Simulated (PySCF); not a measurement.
# HF/pc-0 (density fitting with def2-universal-jkfit) run of SiN2H4 (Si(NH2)2)

Aim: the electrostatic solvation energy at fixed shape (COSMO, aniline) of SiN2H4 (Si(NH2)2) at HF/pc-0 (density fitting with def2-universal-jkfit), from 2 runs. The job is set up through a Python script.

Program for the calculation: PySCF 2.14.0.

4 further runs of the same task are left out: 4 set aside as unsound or not needed.

## Step 1: Starting point

SiN2H4: 7 atoms, total charge 0, spin state singlet. SMILES: `N[Si]N`. The coordinates come from a GFN2-xTB relaxation. This is one conformer, not always the lowest.

Bond lengths: Si1–N2 1.717 Å, Si1–N5 1.717 Å, N2–H3 1.004 Å, N2–H4 1.012 Å, N5–H6 1.005 Å, N5–H7 1.012 Å. Angles: N2–Si1–N5 98.7°, Si1–N2–H3 122.8°, Si1–N2–H4 125.0°, Si1–N5–H6 122.9°, Si1–N5–H7 125.1°, H3–N2–H4 112.1°, H6–N5–H7 112.0°.

## Step 2: The charge distribution at HF/pc-0 (density fitting with def2-universal-jkfit)

File calc.py:

```python
import numpy
from pyscf import gto, scf, lo

molecule = gto.Mole()
molecule.atom = '''
Si   0.009630   0.880650  -0.762080
N    1.303790   0.016250  -0.035980
H    2.268610   0.210470  -0.236220
H    1.196400  -0.748430   0.617520
N   -1.302450   0.053850  -0.024690
H   -2.263120   0.292130  -0.197200
H   -1.212860  -0.704930   0.638650
'''
molecule.verbose = 4
molecule.max_memory = 1860
molecule.basis = 'pc-0'
molecule.build()

hf = molecule.RHF()
hf = hf.density_fit(auxbasis='def2-universal-jkfit')
hf.kernel()

e_tot = hf.e_tot
print('E = %.10f Eh' % e_tot)
hf.analyze()
quad = hf.quad_moment()
occ = hf.mo_coeff[:, hf.mo_occ > 0]
iaos = lo.vec_lowdin(lo.iao.iao(molecule, occ), hf.get_ovlp())
c = iaos.T @ hf.get_ovlp() @ occ
pop_iao, q_iao = scf.hf.mulliken_pop(lo.iao.reference_mol(molecule), (c * hf.mo_occ[hf.mo_occ > 0]) @ c.T, numpy.eye(c.shape[0]), verbose=0)
print('IAO charges', numpy.round(q_iao, 4))
```

Launch:

```
OMP_NUM_THREADS=1 python calc.py
```

The program printed:

```text
PySCF version 2.14.0

[... 63 lines left out ...]
Total Energy =                        -399.733520529745419
[... 4 lines left out ...]
DFT Exchange-Correlation Energy =      -35.016098132819252
[... 6 lines left out ...]
MO #5   energy= -4.20633278781294  occ= 2
[... 4 lines left out ...]
MO #10  energy= -0.685261242953232 occ= 2
[... 4 lines left out ...]
MO #15  energy= -0.381402333263672 occ= 2
[... 4 lines left out ...]
MO #20  energy= 0.279913839758556  occ= 0
[... 4 lines left out ...]
MO #25  energy= 0.931469858355878  occ= 0
[... 4 lines left out ...]
MO #30  energy= 1.15271331199051   occ= 0
[... 4 lines left out ...]
MO #35  energy= 1.70259297468758   occ= 0
[... 53 lines left out ...]
Dipole moment(X, Y, Z, Debye): -0.01484, -1.20431,  1.04147
[... 2 lines left out ...]
IAO charges [ 0.6551 -0.8213  0.2582  0.2356 -0.8212  0.2581  0.2355]
```

It took 0.6 s on 1 thread of Intel Xeon 6975P-C (Granite Rapids), shared host; peak memory 0.12 GiB.

Atomic charges (e):

```csv
atom,Mulliken,IAO
Si1,+0.914,+0.655
N2,-1.048,-0.821
H3,+0.303,+0.258
H4,+0.288,+0.236
N5,-1.048,-0.821
H6,+0.303,+0.258
H7,+0.288,+0.235
```

## Step 3: Energy and one-electron properties at HF/pc-0 (density fitting with def2-universal-jkfit, COSMO aniline)

File input.py:

```python
# Si(NH2)2
import numpy
from pyscf import gto, scf, lo, solvent

mol = gto.M(
    atom='''
Si   0.009630   0.880650  -0.762080
N    1.303790   0.016250  -0.035980
H    2.268610   0.210470  -0.236220
H    1.196400  -0.748430   0.617520
N   -1.302450   0.053850  -0.024690
H   -2.263120   0.292130  -0.197200
H   -1.212860  -0.704930   0.638650
''',
    basis='pc-0',
    verbose=4,
    max_memory=1860,
)

mf = scf.RHF(mol)
mf = mf.density_fit(auxbasis='def2-universal-jkfit')
mf = mf.PCM()
mf.with_solvent.method = 'COSMO'
mf.with_solvent.eps = 6.8882
mf.kernel()

energy = mf.e_tot
print('Final energy', energy)
dip = mf.dip_moment()
pop, q = mf.mulliken_pop()
quad = mf.quad_moment()
occ = mf.mo_coeff[:, mf.mo_occ > 0]
iaos = lo.vec_lowdin(lo.iao.iao(mol, occ), mf.get_ovlp())
c = iaos.T @ mf.get_ovlp() @ occ
pop_iao, q_iao = scf.hf.mulliken_pop(lo.iao.reference_mol(mol), (c * mf.mo_occ[mf.mo_occ > 0]) @ c.T, numpy.eye(c.shape[0]), verbose=0)
print('IAO charges', numpy.round(q_iao, 4))
```

Launch:

```
OMP_NUM_THREADS=1 python input.py
```

The program printed:

```text
PySCF version 2.14.0

[... 48 lines left out ...]
Solvent Energy = -0.000624038571315923
[... 7 lines left out ...]
Solvent Energy = -0.00649780410069494
[... 7 lines left out ...]
Solvent Energy = -0.00671077671366479
[... 7 lines left out ...]
Solvent Energy = -0.00676065401965948
[... 7 lines left out ...]
Solvent Energy = -0.00675935137026472
[... 5 lines left out ...]
converged SCF energy = -399.740001546944
[... 1 line left out ...]
Dipole moment(X, Y, Z, Debye): -0.01711, -1.38663,  1.19901
[... 50 lines left out ...]
IAO charges [ 0.6361 -0.8296  0.2654  0.2461 -0.8295  0.2653  0.2461]
```

Run time: 2.5 s. Hardware: 1 thread of Intel Xeon 6975P-C (Granite Rapids), shared host; peak memory 0.23 GiB.

Atomic charges (e):

```csv
atom,Mulliken,IAO
Si1,+0.891,+0.636
N2,-1.062,-0.830
H3,+0.313,+0.265
H4,+0.303,+0.246
N5,-1.062,-0.830
H6,+0.313,+0.265
H7,+0.303,+0.246
```

## Step 4: Summary of results

Level: HF/pc-0 (density fitting with def2-universal-jkfit).

```
                                        quantity          value
                         gas phase: total energy  -399.73352 Eh
                        gas phase: dipole moment         1.59 D
                          gas phase: HOMO energy       -8.47 eV
                          gas phase: LUMO energy        3.71 eV
                        gas phase: HOMO–LUMO gap       12.18 eV
                    COSMO, aniline: total energy  -399.74000 Eh
                   COSMO, aniline: dipole moment         1.83 D
                     COSMO, aniline: HOMO energy       -8.61 eV
                     COSMO, aniline: LUMO energy        3.63 eV
                   COSMO, aniline: HOMO–LUMO gap       12.24 eV
      COSMO, aniline: solvent term in the energy   -17.7 kJ/mol
energy change from gas to solvent at fixed shape      -0.176 eV
```

The solvent model (COSMO, aniline) lowers the energy by 0.18 eV (−17.0 kJ/mol) at the same shape. It holds the electrostatic part alone, without cavity or dispersion terms. Mulliken charges (COSMO, aniline) run from -1.06 on N5 to +0.89 on Si1.
